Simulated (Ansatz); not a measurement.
System: diamond. Method: G0W0@PBE in Ansatz (hard PAW, contour deformation).

The cell has the measured lattice parameters. Conventional cell: a = 3.5670 Å, b = 3.5670 Å, c = 3.5670 Å, α = 90.00°, β = 90.00°, γ = 90.00°.

One run with a 6×6×6 mesh, response cutoff 150 eV and 87 empty bands, not extrapolated in mesh or basis; no spin–orbit coupling.

Some levels at Γ in eV, each set counted from its highest filled level:

```json
[
 {"row": "1", "degeneracy": "1", "PBE": "-21.47", "quasiparticle": "?"},
 {"row": "2", "degeneracy": "3", "PBE": "0.00", "quasiparticle": "0.00"},
 {"row": "3", "degeneracy": "2 or more", "PBE": "5.60", "quasiparticle": "?"}
]
```

Problem. Fill in the missing entries.

Solution. 
- 1, quasiparticle: -22.30
- 3, quasiparticle: 7.28

Levels within 5 meV count as one row.

Note: cell and atoms aren't relaxed at this level.

Ansatz is a program for electronic structure.
